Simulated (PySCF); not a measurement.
**Level sweep**

Compound: isobutyronitrile, C4H7N.
SMILES with atom numbers: `[CH3:1][CH:2]([CH3:3])[C:4]#[N:5]` (hydrogens: H6, H7, H8 on C1; H9 on C2; H10, H11, H12 on C3)

Cartesian coordinates in Å at the PBE0-D3(BJ)/def2-SVP level; atoms count from 1:
```xyz
12
C4H7N angstrom
C      1.233   -0.595   -0.002
C      0.036    0.299   -0.326
C     -1.300   -0.371   -0.001
C      0.152    1.584    0.369
N      0.246    2.591    0.933
H      1.252   -0.849    1.069
H      1.166   -1.532   -0.575
H      2.183   -0.103   -0.254
H      0.056    0.536   -1.405
H     -2.150    0.272   -0.270
H     -1.389   -1.314   -0.560
H     -1.370   -0.600    1.073
```

PySCF, dipoles from the SCF density, polarisabilities from static response with core orbitals frozen. Geometry: PBE0-D3(BJ)/def2-SVP; no solvent, vibrations or thermal averaging.

Task: Compare the levels for these properties.

Result: 

| level | μ (D) | α (au) | error (%) | anisotropy (au) |
| --- | --- | --- | --- | --- |
| LDA/def2-SVPD | 4.178 | 55.36 | +1.9 | 16.99 |
| PBE/def2-SVPD | 4.071 | 54.61 | +0.5 | 16.95 |
| B3LYP/def2-SVPD | 4.140 | 53.35 | -1.8 | 16.22 |
| PBE0/def2-SVPD | 4.155 | 52.83 | -2.7 | 16.11 |
| BHandHLYP/def2-SVPD | 4.232 | 51.71 | -4.8 | 15.49 |
| CAM-B3LYP/def2-SVPD | 4.183 | 52.65 | -3.1 | 15.69 |
| wB97X-D/def2-SVPD | 4.204 | 52.81 | -2.8 | 15.84 |
| LC-wPBE/def2-SVPD | 4.186 | 51.40 | -5.4 | 15.30 |
| HF/def2-SVPD | 4.370 | 50.27 | -7.5 | 14.83 |
| PBE0/6-31G* | 3.965 | 44.23 | -18.6 | 17.20 |
| PBE0/6-31+G* | 4.190 | 49.76 | -8.4 | 18.40 |
| PBE0/def2-SVP | 3.931 | 45.32 | -16.6 | 15.94 |
| PBE0/aug-cc-pVDZ | 4.184 | 54.21 | -0.2 | 16.94 |
| PBE0/def2-TZVP | 4.151 | 51.51 | -5.2 | 17.12 |
| PBE0/def2-TZVPD | 4.184 | 54.11 | -0.4 | 16.67 |

Reference polarisability: 8.049 Å³ (measured, gas; NIST CCCBDB Release 22 (SRD 101), experimental polarizabilities). The anisotropy is √(½[(α1 − α2)² + (α2 − α3)² + (α3 − α1)²]). For the polarisability, the smallest error is 0.2% (PBE0/aug-cc-pVDZ) and the largest 18.6% (PBE0/6-31G*). The dipole runs from 3.93 D (PBE0/def2-SVP) to 4.37 D (HF/def2-SVPD). In one basis (def2-SVPD) the functionals order the polarisability from HF (lowest) to LDA (highest), a spread of 10%. With PBE0 the polarisability is 47.02 au without diffuse functions (mean of 6-31G*, def2-SVP and def2-TZVP) and 52.73 au with them (mean of 6-31+G*, def2-SVPD, aug-cc-pVDZ and def2-TZVPD). Measured values can belong to vibrating molecules and may average over conformers; the computed ones are for one fixed geometry.
